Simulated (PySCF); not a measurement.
**[C4H5F]-: g tensor and hyperfine couplings**

Compound: C4H5F (charge -1 and doublet state).
Geometry (GFN2-xTB, Å), atoms numbered from 1 in this order:
```
atom  x, y, z in Å
C1     1.474   -0.175    0.809
C2     0.084    0.091    0.553
C3    -0.519    0.837   -0.597
C4    -0.795   -0.617   -0.359
F5    -2.129   -0.967    0.057
H6     2.043    0.671    1.202
H7     1.686   -1.100    1.348
H8    -1.323    1.546   -0.401
H9     0.029    1.093   -1.518
H10   -0.543   -1.374   -1.115
```

The hyperfine couplings belong to this conformer and change with its torsions.

Identity: `[CH2-][C]1C[C@@H]1F` [radical] (charge -1).

Theory: UKS B3LYP, pcH-1 on C F H, non-relativistic, mean-field spin-orbit, GIAO (PySCF). Whether the extra electron is bound in the gas phase wasn't checked; a finite basis holds it in any case. Couplings are sensitive to structure, and on GFN2-xTB geometries they can be far from those on DFT ones, by a factor of two or more for some ions and for spin on atoms past the first row. The SCF solution wasn't tested for stability.

```json
{
 "g1, g2, g3": "2.00208, 2.00259, 2.00288",
 "g_iso": "2.00252",
 "Form of g": "rhombic: the two nearest values differ by 36 % of g3 − g1",
 "⟨S²⟩": "0.7536 (exact 0.7500)",
 "α and β electrons": "20, 19",
 "Total energy": "-255.17430 Eh"
}
```

Hyperfine couplings atom by atom, in MHz; T1 to T3 are the principal values of the dipolar part; ρ(0) is the spin density at the nucleus:

```
atom  isotope  a_iso     T1     T2    T3  Mulliken spin population  ρ(0) (bohr⁻³)
  C1      13C   79.4  -43.9  -43.2  87.0                      0.60         0.0706
  C2      13C  101.2  -29.8  -28.6  58.4                      0.27         0.0900
  C3      13C   32.7   -4.1   -0.3   4.4                      0.00         0.0291
  C4      13C    1.2   -8.8   -4.0  12.8                      0.03         0.0011
  F5      19F  231.3  -37.4  -32.1  69.6                      0.01         0.0550
  H6       1H    3.5  -19.7   -1.4  21.1                     -0.01         0.0008
  H7       1H  -10.4  -19.9   -1.3  21.1                     -0.02        -0.0023
  H8       1H   34.1   -4.3   -1.6   5.9                      0.01         0.0076
  H9       1H   29.6   -2.9   -2.2   5.1                      0.07         0.0066
 H10       1H    5.7   -4.7   -3.0   7.7                      0.05         0.0013
```

The Mulliken spin populations are largest on C1 (+0.60), C2 (+0.27) and H9 (+0.07). The angles at C1 add up to 342.8°, so it is pyramidal.

The SMILES `[CH2-][C]1C[C@@H]1F` draws the unpaired electron on C2, whose computed spin population is only +0.27.

Under fast tumbling the dipolar parts average out, and these isotropic splittings remain: 1 × 19F (F5, I = 1/2, 2 lines) with 8.25 mT, 1 × 1H (H8, I = 1/2, 2 lines) with 1.22 mT, 1 × 1H (H9, I = 1/2, 2 lines) with 1.05 mT, 1 × 1H (H10, I = 1/2, 2 lines) with 0.20 mT and 2 × 1H (H6/H7, I = 1/2, 3 lines) with 0.12 mT.

Means are taken over nuclei equivalent by connectivity, which assumes that they swap fast. The 1H value of -3.5 MHz is a mean of couplings from -10.4 to 3.5 MHz in this one geometry, not an average over conformers.

The 13C coupling of C2 (101.2 MHz) shows only in satellite lines or after enrichment, since that isotope makes up about 1.07 % of natural carbon.
